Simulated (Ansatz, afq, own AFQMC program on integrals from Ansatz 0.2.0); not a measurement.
Breaking Si3–Br5 in C$_{2}$H$_{4}$Br$_{2}$Si, singlet

```xyz
9

C     0.1515    0.7413    1.4336
C    -0.4455   -0.1122    0.5933
Si    0.1778   -0.3655   -1.1321
Br    0.7511   -2.4937   -1.4308
Br   -1.4092    0.1563   -2.6006
H     1.0311    1.3266    1.1416
H    -0.2112    0.8960    2.4558
H    -1.3237   -0.6777    0.9281
H     1.3666    0.4827   -1.4059
```

Products: C$_{2}$H$_{4}$BrSi (doublet; CH2–CH–SiH–Br) and Br (doublet), each relaxed with PBE0/def2-SVP like the molecule; electronic energies without zero-point terms. Determinants: RHF, UHF and UHF in that order.

Basis def2-SVP. Noble-gas cores (and the filled d shells of Ga–Kr and In–Xe) are frozen. Integrals, coupled cluster, full CI and functionals: Ansatz 0.2.0; the random walks run on the same integrals in our own AFQMC program. The CISD trial takes its coefficients from CCSD amplitudes. Released means that phaseless walkers are propagated on without the constraint, phases kept. Error bars are statistical, one sigma. No spin–orbit coupling. The errors of all members are added in quadrature.

No full CI on the walks' own integrals is used here. The released AFQMC energy serves as the reference, which it does only where one determinant dominates, the energy is flat over the last release times and near the phaseless one (40 meV or 2 meV an electron, half that with transition metals). On small molecules, where full CI could be run and the noise was under 10 meV, such values lay within 10 meV of it in 19 cases of 20, a flattering rate, since the rule was set on those same cases; what remains of the bias isn't in the error bar. Each member takes its own surest rung, up to full CI.

Errors are counted within def2-SVP, not against nature.

Cautions: inner d shell frozen; no relativity below Rb; no spin-orbit coupling; C₂H₄Br₂Si (singlet): the released value is read at 0.90 1/Eh with a noise of 12 meV, more than in the cases checked (meV from the phaseless value at times in 1/Eh: 0 ± 13 at 0.21, 11 ± 10 at 0.42, 25 ± 12 at 0.63, 3 ± 12 at 0.90); C₂H₄BrSi (doublet): unrestricted determinant spin contaminated (⟨S²⟩ 0.89 against 0.75), the released value is read at 0.90 1/Eh with a noise of 12 meV, more than in the cases checked (meV from the phaseless value at times in 1/Eh: -8 ± 10 at 0.21, -8 ± 9 at 0.42, -11 ± 10 at 0.63, -29 ± 12 at 0.90).

| level | bond energy (kJ/mol) |
| --- | --- |
| CCSD | 363.4 |
| MP2 | 405.6 |

(1) From these cheaper values, estimate the bond energy at the reference level in def2-SVP.

(1) 366.5 ± 1.7 kJ/mol (AFQMC with the constraint released in def2-SVP).

```json
{"level": "HF", "bond energy (kJ/mol)": "286.5", "error against released AFQMC (kJ/mol)": "-80.0 ± 1.7"}
{"level": "CCSD(T)", "bond energy (kJ/mol)": "369.9", "error against released AFQMC (kJ/mol)": "3.4 ± 1.7"}
{"level": "ph-AFQMC/CISD", "bond energy (kJ/mol)": "369.9 ± 1.2", "error against released AFQMC (kJ/mol)": "3.4 ± 2.1"}
```

Correlation beyond CCSD(T) changes it by less than twice the noise. The perturbative (T) step is worth +6.5 kJ/mol. Where the cautions show a poor determinant, the low rows tell how each method copes with it, not its usual error.

Released energies are given only where the last usable release times agree within the noise; a slower fall can still hide under it.
